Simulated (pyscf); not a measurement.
•H₂C–Zn–Cl (SMILES [CH2][Zn][Cl]) + CH₄ (SMILES C) → H₃C–Zn–Cl (SMILES [CH3][Zn][Cl]) + CH₃• (SMILES [CH3]), a hydrogen abstraction (doublet surface; C–H broken, C–H formed). Structures and frequencies: ωB97X-D3(BJ)/def2-SVP in PySCF. Energies in kcal/mol from the separated reactants.

Small-basis levels: PySCF, no dispersion term, spherical d functions. Open shells are spin-unrestricted. 

### Question
In single points BP86/6-31G*+LANL2DZ puts the saddle at 11.6 kcal/mol and the reaction energy at +4.3 kcal/mol. Should these be trusted to within a few kcal/mol? Compare with ωB97M-D3(BJ)/def2-TZVP.

### Answer
ωB97M-D3(BJ)/def2-TZVP gives ΔE‡ = 18.5 kcal/mol and ΔE = +4.2 kcal/mol. BP86/6-31G*+LANL2DZ lies 6.9 kcal/mol under it in the barrier and 0.1 kcal/mol over it in the reaction energy, so on this step it does not hold to within 3.0 kcal/mol. ωB97M-D3(BJ)/def2-TZVP has limits of its own. On the product side the descent ends in a complex, 5.8 kcal/mol under the separated species and 18.8 kcal/mol under the saddle at ωB97X-D3(BJ)/def2-TZVP. This is the saddle that the search found; another between the same sides may lie lower. The angle at the transferred H is 175°. In the def2 sets elements up to Kr have no core potential.
